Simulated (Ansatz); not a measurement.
System: BaCu2SnS4 (P3₁21, No. 152; cell taken from a computed entry). Method: r²SCAN (Ansatz, a quantum-chemistry and plane-wave program, PAW).

Settings: plane-wave cutoff 560 eV, 6×6×4 k mesh (along the axes of the cell as run), Fermi–Dirac smearing 0.01 eV, no spin polarisation, scalar-relativistic PAW data made under PBE.

Cell (relaxed with PBEsol):

```cif
data_Ba3Cu6S12Sn3
_chemical_formula_sum 'Ba3 Cu6 Sn3 S12'
_space_group_name_H-M_alt 'P 1'
_space_group_IT_number 1
_cell_length_a 6.32383
_cell_length_b 6.32383
_cell_length_c 15.53751
_cell_angle_alpha 90.000
_cell_angle_beta 90.000
_cell_angle_gamma 120.000
loop_
_space_group_symop_operation_xyz
  'x, y, z'
loop_
_atom_site_label
_atom_site_type_symbol
_atom_site_fract_x
_atom_site_fract_y
_atom_site_fract_z
_atom_site_occupancy
Ba1 Ba 0.42928 0.42928 0.50000 1
Ba2 Ba 0.57072 0.00000 0.83333 1
Ba3 Ba 0.00000 0.57072 0.16667 1
Cu1 Cu 0.37331 0.43510 0.74558 1
Cu2 Cu 0.56490 0.93821 0.07891 1
Cu3 Cu 0.06179 0.62669 0.41224 1
Cu4 Cu 0.43510 0.37331 0.25442 1
Cu5 Cu 0.93821 0.56490 0.92109 1
Cu6 Cu 0.62669 0.06179 0.58776 1
Sn1 Sn 0.70334 0.00000 0.33333 1
Sn2 Sn 0.00000 0.70334 0.66667 1
Sn3 Sn 0.29666 0.29666 0.00000 1
S1 S 0.76627 0.64999 0.33571 1
S2 S 0.35001 0.11628 0.66904 1
S3 S 0.88372 0.23373 0.00237 1
S4 S 0.64999 0.76627 0.66429 1
S5 S 0.11628 0.35001 0.33096 1
S6 S 0.23373 0.88372 0.99763 1
S7 S 0.93938 0.43520 0.54560 1
S8 S 0.56480 0.50417 0.87893 1
S9 S 0.49583 0.06062 0.21227 1
S10 S 0.43520 0.93938 0.45440 1
S11 S 0.50417 0.56480 0.12107 1
S12 S 0.06062 0.49583 0.78773 1
```

Question: What does this level give for the band gap?

Answer: 
* **band gap**: 0.73 eV

Note: cell and atoms aren't relaxed at this level (largest force component 0.25 eV/Å, pressure 1.9 GPa).

Spin–orbit coupling is not included.

Static lattice: no zero-point or thermal effects.

Cost on a shared machine: roughly 16 core-minutes.
